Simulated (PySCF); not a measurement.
**Two-photon absorption: `NCC(F)(F)F`, C$_{2}$H$_{4}$F$_{3}$N**

Geometry (Å), atoms numbered from 1 in this order:
```xyz
10

N    -1.1887   -0.6188    0.3987
C    -0.1622    0.3933    0.3749
C     0.9992   -0.0531   -0.4822
F     0.6030   -0.3136   -1.7396
F     1.9270    0.9127   -0.5503
F     1.5943   -1.1505   -0.0180
H    -1.8677   -0.4288    1.1213
H    -1.6757   -0.6668   -0.4863
H    -0.4681    1.3765   -0.0105
H     0.2337    0.5407    1.3815
```

Computed with TDDFT CAM-B3LYP/def2-TZVPD excited states, vertical, gas phase (PySCF 2.14.0). Geometry: PBE0-D3(BJ)/def2-TZVP.

States above about 9.2 eV (minus the energy of the highest occupied orbital) lie near or above the ionisation threshold and depend on the basis.

Task: Give the one- and two-photon strengths of the lowest singlets.

Result: δ for parallel linear polarisation; σ at the peak of a Lorentzian of half width 0.1 eV, single beam; Ω is circular over linear.
| state | E (eV) | f | photon λ (nm) | δ (au) | σ (GM) | Ω | main |
| --- | --- | --- | --- | --- | --- | --- | --- |
| S1 | 6.34 | 0.014 | 391 | 25.8 | 0.38 | 1.49 | HOMO→LUMO 0.89, HOMO→LUMO+1 0.08 |
| S2 | 7.60 | 0.014 | 326 | 15.9 | 0.34 | 0.93 | HOMO→LUMO+2 0.51, HOMO→LUMO+1 0.33 |
| S3 | 7.85 | 0.041 | 316 | 40.3 | 0.91 | 0.55 | HOMO→LUMO+1 0.40, HOMO→LUMO+2 0.19 |
| S4 | 8.30 | 0.032 | 299 | 19.7 | 0.50 | 0.93 | HOMO→LUMO+3 0.58, HOMO→LUMO+2 0.11 |
| S5 | 8.99 | 0.001 | 276 | 46.4 | 1.37 | 0.85 | HOMO→LUMO+4 0.50, HOMO→LUMO+3 0.14 |
| S6 | 9.18 | 0.004 | 270 | 5.75 | 0.18 | 1.45 | HOMO→LUMO+6 0.36, HOMO→LUMO+5 0.28 |

Among these, the strongest one-photon state is S3, the strongest two-photon state S5, with a dipole change of 7.1 D (relaxed, norm of the difference vector).
